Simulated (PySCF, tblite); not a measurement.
C₃H₅OP.
Numbering: `[CH3:1][P:2]1(=[O:3])[CH:4]=[CH:5]1` (hydrogens: H6, H7, H8 on C1; H9 on C4; H10 on C5)

Computed geometry: GFN2-xTB, gas phase.

List the bond lengths, angles and torsions at this level.

```tsv
bond	length (Å)	order
C1–P2	1.822	single
P2=O3	1.466	double
P2–C4, P2–C5	1.796	single
C4=C5	1.343	double
C1–H6, C1–H7, C1–H8	1.087	single
C4–H9, C5–H10	1.071	single
```

Bonds in one row agree within 0.01 Å and their mean is given. Orders are formal, as drawn. A selection of angles:
```tsv
angle	degrees
P2–C1–H6	107.7
P2–C1–H7	110.8
H6–C1–H7	110.9
H6–C1–H8	108.7
C1–P2–O3	116.1
C1–P2–C4	113.5
O3–P2–C4	125.2
C4–P2–C5	43.9
P2–C4–C5	68.0
P2–C4–H9	153.8
C5–C4–H9	137.7
```

Dihedral angles: C1–P2–C4–C5 -100° (anticlinal); C1–P2–C5–C4 100° (anticlinal).

The 3 C–P bonds span 1.796 Å (P2–C5, drawn single) to 1.822 Å (C1–P2, drawn single), a spread of 0.026 Å. The 3-membered ring P2–C4–C5 has internal angles of 43.9° to 68.1°. P2 (phosphoryl phosphorus) has angles from 43.9° to 125.2°.

Point group: Cs (every atom within 0.08 Å of its image). Its GFN2-xTB frequencies are all real (lowest 149 cm⁻¹).
